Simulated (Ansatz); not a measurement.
**Tungsten, bcc under LDA: structure, energy and stiffness**

The plan for tungsten in the bcc structure: relax it, solve it on a dense k-mesh, switch on spin-orbit coupling, then scale the cell to 7 volumes from 88 to 112 % of the relaxed one and try a fit of the equation of state. The k-meshes are 14×14×14 for the relaxation; 23×23×23 for the dense run; 14×14×14 for spin-orbit coupling; 23×23×23 for the volumes. The starting cell is the deposited one, from the Crystallography Open Database.

Program: Ansatz 0.2.0. Level of theory: DFT LDA (PW92), plane waves (420 eV) with PAW, scalar-relativistic; PBE-made PAW files. These are calculated values, not measurements.

### Step 1. The structure to begin with

It takes space group Im-3m (No. 229, cubic). The conventional cell has a = 3.165 Å, b = 3.165 Å, c = 3.165 Å, α = 90.00°, β = 90.00°, γ = 90.00°. W (site symmetry m-3m) has 8 W at 2.74 Å as nearest neighbours.

Coordinates:

```
W
1.0
    -1.58234    1.58234    1.58234
     1.58234   -1.58234    1.58234
     1.58234    1.58234   -1.58234
W
1
Direct
  0.00000 0.00000 0.00000
```

### Step 2. Relaxing cell and atoms

The input, input.yaml:

```yaml
crystal:
  lattice:
    - [-1.58234, 1.58234, 1.58234]
    - [1.58234, -1.58234, 1.58234]
    - [1.58234, 1.58234, -1.58234]
  atoms:
    - { symbol: W, position: [0.0, 0.0, 0.0] }
hamiltonian:
  xc: lda
  pseudopotentials:
    kind: paw
    azcp:
      W: "pseudopotentials/W.paw.azcp"
basis:
  ecutwfc: 420
  fft_grid_basis: typed
kpoints:
  mp_grid: { grid: [14, 14, 14], shift: [0, 0, 0] }
magnetization:
  spin_polarized: false
scf:
  occupations: { method: fermi_dirac, width: 0.1 }
relax:
  max_steps: 60
  f_tol: 0.01
  cell: {}
```

Further steps of the session: Dense single point; A two-component run at the same geometry; At 88 % of the relaxed volume; At 92 % of the relaxed volume; At 96 % of the relaxed volume; At 100 % of the relaxed volume; At 104 % of the relaxed volume; At 108 % of the relaxed volume; At 112 % of the relaxed volume.

Q: Predict the outcome of this session. Wanted: space group; conventional cell; volume; shortest distance; gap on the mesh; V₀, B₀, B₀′.

The runs gave:

```
                      quantity                         value
space group (spins left aside)               Im-3m (No. 229)
             conventional cell                   a = 3.135 Å
                        volume                15.411 Å³/atom
             shortest distance                       2.715 Å
   against the measured volume       -2.8 % (15.847 Å³/atom)
               gap on the mesh  none (levels filled in part)
                   V₀, B₀, B₀′  15.409 Å³/atom, 335 GPa, 4.1
```

In words: Against experiment, LDA misses the volume by -2.8 %. LDA binds too strongly as a rule, and cells come out small. The deposited cell holds zero-point motion and, unless taken cold, thermal expansion, which account for some of this. No gap shows: it is a metal or semimetal at this level. The total energy of the spin-orbit run lies -23.7 eV/atom from the scalar one, but the two kinds of run don't share a zero of energy: only differences within one kind count. B₀ comes out at 335 GPa, among the stiffest elements.
